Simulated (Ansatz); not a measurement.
Coupled-cluster diagnostics for SiMe2 (C2H6Si), Ansatz.

Geometry of the singlet (B3LYP-D4/def2-TZVP):

```xyz
9

Si    0.661    0.734    0.849
C    -1.073    0.949    0.086
H    -1.709    0.100    0.366
H    -1.016    0.941   -1.010
H    -1.570    1.867    0.400
C     1.120   -0.898   -0.023
H     1.141   -0.738   -1.109
H     0.358   -1.665    0.159
H     2.090   -1.290    0.282
```

Correlated methods freeze 7 core orbitals.

Estimate the CCSD(T) correlation energy, the shares of MP2 and (T), T1 and the reference's ⟨S²⟩ for: charge 0, singlet, own geometry in def2-TZVPP; charge 0, singlet, own geometry in def2-TZVPD; charge 1, doublet, vertical in def2-TZVPP; charge -1, doublet, vertical in def2-TZVPD; and the rough time on 4 threads of Arm Neoverse V1 on a shared host.


| state | basis | correlation (eV) | MP2 share (%) | (T) share (%) | T1 | ⟨S²⟩ (pure) | wall time | remarks |
| --- | --- | --- | --- | --- | --- | --- | --- | --- |
| charge 0, singlet, own geometry | def2-TZVPP | -14.347 | 87.8 | 3.8 | 0.012 | 0.00 (0.00) | 16 s | restricted SCF unstable |
| charge 0, singlet, own geometry | def2-TZVPD | -14.003 | 87.2 | 3.7 | 0.012 | 0.00 (0.00) | 12 s | restricted SCF unstable |
| charge 1, doublet, vertical | def2-TZVPP | -13.254 | 88.0 | 3.8 | 0.015 | 0.76 (0.75) | 4.7 min | – |
| charge -1, doublet, vertical | def2-TZVPD | -14.429 | 87.4 | 3.9 | 0.017 | 0.79 (0.75) | 4.2 min | – |
Customary marks for T1 are 0.02 (closed shells), 0.045 (open shells) and about 0.05 (3d metals). T1 stays under 0.02 throughout.
